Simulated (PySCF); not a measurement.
PySCF input (CAM-B3LYP/STO-3G):

```python
import numpy as np, basis_set_exchange as bse
from pyscf import gto, scf, dft, df, tdscf

basis = {'C': gto.basis.parse(bse.get_basis('STO-3G', elements=['C'], fmt='nwchem')), 'F': gto.basis.parse(bse.get_basis('STO-3G', elements=['F'], fmt='nwchem')), 'H': gto.basis.parse(bse.get_basis('STO-3G', elements=['H'], fmt='nwchem'))}
mol = gto.M(
    atom='''
    C     0.00476229    0.43392420   -0.00203639
    C     1.18383408   -0.15360148    0.00493325
    F    -1.14596015   -0.26718838   -0.00280751
    H    -0.17580160    1.50100015   -0.00772733
    H     1.28003303   -1.23028006    0.01036986
    H     2.07783169    0.45203897    0.00524394
    ''',
    basis=basis,
    charge=0,
    verbose=4,
    max_memory=7359,
)
mf = dft.RKS(mol, xc='camb3lyp')
mf.grids.level = 3
mf.conv_tol = 1e-9
mf.max_cycle = 100
print('smallest overlap eigenvalue', np.linalg.eigvalsh(mol.intor('int1e_ovlp'))[0])
mf.kernel()
dip = mf.dip_moment()
td = tdscf.TDA(mf)
td.nstates = 4
td.kernel()
td.analyze()
osc = td.oscillator_strength()
```

Output:

```
PySCF version 2.14.0

[INPUT] verbose = 4
[INPUT] num. atoms = 6
[INPUT] num. electrons = 24
[INPUT] charge = 0
[INPUT] spin (= nelec alpha-beta = 2S) = 0
[INPUT] symmetry False subgroup None
[INPUT] Mole.unit = angstrom
[INPUT] Symbol           X                Y                Z      unit          X                Y                Z       unit  Magmom
[INPUT]  1 C      0.004762290000   0.433924200000  -0.002036390000 AA    0.008999423826   0.819997896821  -0.003848219383 Bohr   0.0
[INPUT]  2 C      1.183834080000  -0.153601480000   0.004933250000 AA    2.237122188126  -0.290264729528   0.009322491404 Bohr   0.0
[INPUT]  3 F     -1.145960150000  -0.267188380000  -0.002807510000 AA   -2.165550833165  -0.504912861866  -0.005305424992 Bohr   0.0
[INPUT]  4 H     -0.175801600000   1.501000150000  -0.007727330000 AA   -0.332216876260   2.836479196431  -0.014602537374 Bohr   0.0
[INPUT]  5 H      1.280033030000  -1.230280060000   0.010369860000 AA    2.418911857097  -2.324892369913   0.019596195350 Bohr   0.0
[INPUT]  6 H      2.077831690000   0.452038970000   0.005243940000 AA    3.926532827042   0.854229850930   0.009909610414 Bohr   0.0

nuclear repulsion = 67.55382768604
number of shells = 12
number of NR pGTOs = 54
number of NR cGTOs = 18
basis = {'C': [[0, [71.61683735, 0.1543289673], [13.04509632, 0.5353281423], [3.53051216, 0.4446345422]], [0, [2.941249355, -0.09996722919], [0.6834830964, 0.3995128261], [0.2222899159, 0.7001154689]], [1, [2.941249355, 0.155916275], [0.6834830964, 0.6076837186], [0.2222899159, 0.3919573931]]], 'F': [[0, [166.679134, 0.1543289673], [30.36081233, 0.5353281423], [8.216820672, 0.4446345422]], [0, [6.464803249, -0.09996722919], [1.502281245, 0.3995128261], [0.4885884864, 0.7001154689]], [1, [6.464803249, 0.155916275], [1.502281245, 0.6076837186], [0.4885884864, 0.3919573931]]], 'H': [[0, [3.425250914, 0.1543289673], [0.6239137298, 0.5353281423], [0.168855404, 0.4446345422]]]}
ecp = {}
smallest overlap eigenvalue 0.18587549342185036

******** <class 'pyscf.dft.rks.RKS'> ********
method = RKS
initial guess = minao
damping factor = 0
level_shift factor = 0
DIIS = <class 'pyscf.scf.diis.CDIIS'>
diis_start_cycle = 1
diis_space = 8
diis_damp = 0
SCF conv_tol = 1e-09
SCF conv_tol_grad = None
SCF max_cycles = 100
direct_scf = True
direct_scf_tol = 1e-13
XC library pyscf.dft.libxc version 7.1.2
    S. Lehtola, C. Steigemann, M. J. T. Oliveira, and M. A. L. Marques,  SoftwareX 7, 1–5 (2018)
XC functionals = camb3lyp
    T. Yanai, D. P. Tew, and N. C. Handy,  Chem. Phys. Lett. 393, 51 (2004)
radial grids:
    Treutler-Ahlrichs [JCP 102, 346 (1995); DOI:10.1063/1.469408] (M4) radial grids

becke partition: Becke, JCP 88, 2547 (1988); DOI:10.1063/1.454033
pruning grids: <function nwchem_prune>
grids dens level: 3
symmetrized grids: False
atomic radii adjust function: <function treutler_atomic_radii_adjust>
small_rho_cutoff = 0
Set gradient conv threshold to 3.16228e-05
Initial guess from minao.
tot grids = 71928
init E= -175.613149132022
  HOMO = -0.239993578733314  LUMO = 0.076667395792263  gap/eV = 8.61678
cycle= 1 E= -175.267954914664  delta_E= 0.345  |g|= 0.373  |ddm|= 3.05
  HOMO = -0.170036847210602  LUMO = 0.169902238188993  gap/eV = 9.25021
cycle= 2 E= -175.288589759062  delta_E= -0.0206  |g|= 0.333  |ddm|= 0.919
  HOMO = -0.222366785308079  LUMO = 0.192905001134907  gap/eV = 11.30012
cycle= 3 E= -175.320930154156  delta_E= -0.0323  |g|= 0.0139  |ddm|= 0.389
  HOMO = -0.230079884678223  LUMO = 0.18902396949745  gap/eV = 11.40440
cycle= 4 E= -175.32099130576  delta_E= -6.12e-05  |g|= 0.0107  |ddm|= 0.0379
  HOMO = -0.229283633435438  LUMO = 0.189087439297375  gap/eV = 11.38446
cycle= 5 E= -175.321026689619  delta_E= -3.54e-05  |g|= 0.00189  |ddm|= 0.0156
  HOMO = -0.228618841967487  LUMO = 0.189906659468315  gap/eV = 11.38866
cycle= 6 E= -175.321028223741  delta_E= -1.53e-06  |g|= 0.000456  |ddm|= 0.00367
  HOMO = -0.228615307428919  LUMO = 0.189849143775391  gap/eV = 11.38700
cycle= 7 E= -175.321028299522  delta_E= -7.58e-08  |g|= 4.95e-05  |ddm|= 0.000741
  HOMO = -0.228613628813123  LUMO = 0.189855563763364  gap/eV = 11.38713
cycle= 8 E= -175.321028300674  delta_E= -1.15e-09  |g|= 3.2e-06  |ddm|= 0.000111
  HOMO = -0.228613734758093  LUMO = 0.189855296124161  gap/eV = 11.38712
cycle= 9 E= -175.321028300681  delta_E= -7.28e-12  |g|= 3.37e-07  |ddm|= 9.97e-06
  HOMO = -0.228613743564723  LUMO = 0.18985528508865  gap/eV = 11.38712
Extra cycle  E= -175.321028300681  delta_E= -2.56e-13  |g|= 2.13e-07  |ddm|= 7.72e-07
converged SCF energy = -175.321028300681
Dipole moment(X, Y, Z, Debye):  0.27554,  0.46327, -0.00121

******** <class 'pyscf.tdscf.rks.TDA'> for <class 'pyscf.dft.rks.RKS'> ********
nstates = 4 singlet
deg_eia_thresh = 1.000e-03
wfnsym = None
conv_tol = 1e-05
eigh lindep = 1e-12
eigh level_shift = 0
eigh max_cycle = 100
chkfile = tmpw_eon9oi

Excitation energies (eV)
[ 8.16763853  9.99922981 11.15210489 11.34343197]

** Singlet excitation energies and oscillator strengths **
Excited State   1:      8.16764 eV    151.80 nm  f=0.0007
      11 -> 13        0.70585
Excited State   2:      9.99923 eV    123.99 nm  f=0.3890
       9 -> 14        0.12525
      10 -> 13        0.23249
      12 -> 13        0.63622
Excited State   3:     11.15210 eV    111.18 nm  f=0.0016
       9 -> 13        0.60357
      12 -> 14       -0.36650
Excited State   4:     11.34343 eV    109.30 nm  f=0.0012
       9 -> 13       -0.36660
      12 -> 14       -0.59942

** Transition electric dipole moments (AU) **
state          X           Y           Z        Dip. S.      Osc.
  1         0.0002     -0.0003     -0.0603      0.0036      0.0007
  2         1.2276     -0.2842      0.0057      1.5878      0.3890
  3         0.0003     -0.0004     -0.0755      0.0057      0.0016
  4         0.0002     -0.0003     -0.0665      0.0044      0.0012

** Transition velocity dipole moments (imaginary part, AU) **
state          X           Y           Z        Dip. S.      Osc.
  1         0.0000     -0.0001     -0.0137      0.0002      0.0004
  2        -0.0284     -0.0619      0.0002      0.0046      0.0084
  3        -0.0002      0.0002      0.0517      0.0027      0.0043
  4        -0.0002      0.0003      0.0635      0.0040      0.0064

** Transition magnetic dipole moments (imaginary part, AU) **
state          X           Y           Z
  1         0.6533      0.5722     -0.0004
  2         0.0000      0.0000      0.0001
  3         0.9373     -0.7610      0.0069
  4        -0.3951      0.3226     -0.0029
```
